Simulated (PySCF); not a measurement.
**Magnetisability: `O=c1cc1`, C$_{3}$H$_{2}$O**

Geometry:
| atom | x (Å) | y (Å) | z (Å) |
| --- | --- | --- | --- |
| O1 | 2.005 | -0.275 | 0.048 |
| C2 | 0.819 | -0.114 | 0.007 |
| C3 | -0.523 | -0.611 | -0.050 |
| C4 | -0.343 | 0.722 | -0.023 |
| H5 | -1.276 | -1.401 | -0.090 |
| H6 | -0.860 | 1.685 | -0.027 |

Theory: GIAO B3LYP/aug-pcSseg-1 magnetisability, rotational g tensor and spin-rotation constants, non-relativistic, gas phase (PySCF). Geometry: PBE0-D3(BJ)/def2-SVP.

Task: What are the magnetisability and the molar susceptibility?

Result: Isotropic -375 × 10⁻³⁰ J/T², or -22.6 × 10⁻⁶ cm³/mol; principal values -587, -295, -243 × 10⁻³⁰ J/T², anisotropy 321 × 10⁻³⁰ J/T² (root of half the summed squared differences of the principal values). The susceptibility is in cgs units.

Task: Split it along the inertial axes a, b, c into diamagnetic and paramagnetic parts about the centre of mass, with the quadrupole moment.

Result: 
```csv
axis,χ (10⁻⁶ cm³/mol),diamagnetic (10⁻⁶ cm³/mol),paramagnetic (10⁻⁶ cm³/mol),summed x² of all electrons (Å²),quadrupole Θ (D Å)
a,-17.7,-81.2,63.5,40.1,-3.75
b,-14.6,-190.1,175.5,14.4,+4.09
c,-35.3,-231.1,195.7,4.7,-0.34
```
Anisotropies 2χaa − χbb − χcc = +14.5 and 2χbb − χaa − χcc = +23.9 × 10⁻⁶ cm³/mol. Θ is traceless in Buckingham's convention.

Task: And the rotational g tensor?

Result: 
| axis | rotational constant (GHz) | g | nuclear part | electronic part |
| --- | --- | --- | --- | --- |
| a | 32.0869 | -0.2996 | 0.6575 | -0.9572 |
| b | 7.8438 | -0.1018 | 0.5448 | -0.6466 |
| c | 6.3030 | -0.0127 | 0.5669 | -0.5796 |

Asymmetric top; isotopes 12C, 1H, 16O; no vibrational averaging.
